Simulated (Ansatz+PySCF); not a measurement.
Values are calculated unless marked as measured or tabulated.
## Several solutions for doublet N₂(+)

```xyz
2

N     0.0000    0.0000   -1.0264
N     0.0000    0.0000    1.0264
```

Basis set: STO-3G (spherical functions). Charge 1, multiplicity 2.

PBE0 (unrestricted) was run from several starts with Ansatz (development build ahead of 0.2.0) and PySCF 2.14.0.

```json
{"run": "A", "program": "Ansatz", "start": "atomic start, no search", "converged": "yes", "energy (hartree)": "-107.17654", "<S²>": "0.75"}
{"run": "B", "program": "Ansatz", "start": "search for the lowest state", "converged": "yes", "energy (hartree)": "-107.29774", "<S²>": "2.69"}
{"run": "C", "program": "Ansatz", "start": "stability test followed", "converged": "yes", "energy (hartree)": "-107.29774", "<S²>": "2.69"}
{"run": "D", "program": "PySCF", "start": "program defaults", "converged": "yes", "energy (hartree)": "-107.17654", "<S²>": "0.75"}
```

Q: Which runs reached the lowest solution of this kind, and what is wrong with the others?

A: B, C reached the lowest solution found. Converged but too high: A by 3.30 eV, D by 3.30 eV. Convergence only shows a stationary point, and even a stable one can lie too high; stability tests and further starts are what find lower ones. Caution: the unrestricted determinant is a mixture of spin states.
